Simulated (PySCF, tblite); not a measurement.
# C4H10N2: geometry, infrared bands and NMR shifts

Aim: predict the infrared bands and NMR shifts of C4H10N2 (`C=CCN(C)N`).

The runs use tblite 0.8.0 and PySCF 2.14.0, with density-fitted response routines of our own; the level of theory stands in each step. All values are computed, except where a source is named. Atoms are numbered from 0 throughout.

**1. The starting structure**

16 atoms, charge 0, multiplicity 1; geometry from: force field or distance geometry start.

Bonds of the start (Å): C0–C1 1.38, C1–C2 1.50, C2–N3 1.46, N3–C4 1.47, N3–N5 1.38, C0–H6 1.08, C0–H7 1.08, C1–H8 1.06, C2–H9 1.11, C2–H10 1.10, C4–H11 1.10, C4–H12 1.13, C4–H13 1.08, N5–H14 1.05, N5–H15 1.02.

**2. Relaxing the molecule with GFN2-xTB**

What the job is given:

```
{"job": {"kind": "relax", "xc": "GFN2-xTB", "basis": "xTB"}, "charge": 0, "multiplicity": 1}
C      2.636000    -0.416900     0.090800
C      1.583000     0.460400    -0.024100
C      0.318700    -0.053700     0.604300
N     -0.661900    -0.068000    -0.474400
C     -1.871800    -0.737000     0.027700
N     -0.954400     1.196500    -0.957700
H      3.582900    -0.110300    -0.335400
H      2.469900    -1.356200     0.592500
H      1.680900     1.407300    -0.495400
H      0.000900     0.571600     1.462100
H      0.448600    -1.088000     0.949900
H     -2.522700    -1.049200    -0.797500
H     -1.506500    -1.679900     0.528600
H     -2.424300    -0.171100     0.758500
H     -1.165300     1.901400    -0.213500
H     -1.621500     1.201900    -1.728000
```

Command:

```sh
> OMP_NUM_THREADS=1 python probes_run.py task.json out
```

The driver reads the jobs from task.json and runs them one after another.

**Question.** This job is followed by: GFN2-xTB harmonic vibrations, gas phase; GIAO PBE0/pcSseg-1 NMR shielding, non-relativistic, gas phase. What will the session give for the following? strongest single infrared mode (GFN2-xTB); zero-point energy (GFN2-xTB); ¹³C shifts against TMS (PBE0/pcSseg-1); ¹H shifts against TMS (PBE0/pcSseg-1, means over atoms taken as alike); ¹⁵N shifts against NH3 (PBE0/pcSseg-1); surface potential, 1st and 99th percentile.

**Answer**, as computed:

| quantity | value |
| --- | --- |
| strongest single infrared mode (GFN2-xTB) | 2828 cm⁻¹, 115 km/mol |
| zero-point energy (GFN2-xTB) | 86.6 kcal/mol |
| ¹³C shifts against TMS (PBE0/pcSseg-1) | 147.1, 118.7, 66.7, 54.2 ppm |
| ¹H shifts against TMS (PBE0/pcSseg-1, means over atoms taken as alike) | 7.08, 5.28, 5.27, 2.83, 2.43, 2.17 ppm |
| ¹⁵N shifts against NH3 (PBE0/pcSseg-1) | 106.7, 86.0 ppm |
| surface potential, 1st and 99th percentile | -1.53 V and 1.34 V |

In words: The optimisation took 87 steps and gained 0.531 eV; among the close pairs (by a distance rule), C0–C1 changed most, from 1.375 to 1.319 Å. No mode is imaginary among the 42: a minimum at this level. The strongest single mode, at 2828 cm⁻¹, moves mainly H13. GFN2-xTB is a fitted tight-binding method: band positions and strengths are rough. Its intensities can rank the bands wrongly. C1 (alkene CH) lies farthest downfield among carbon, at 147.1 ppm; as expected for a trigonal carbon in a double bond. The most deshielded hydrogen is H8 (hydrogen on an alkene CH), at 7.08 ppm: olefinic region. At PBE0/pcSseg-1: The widest tensor belongs to C1: span 245 ppm, with a paramagnetic part of -215 ppm.
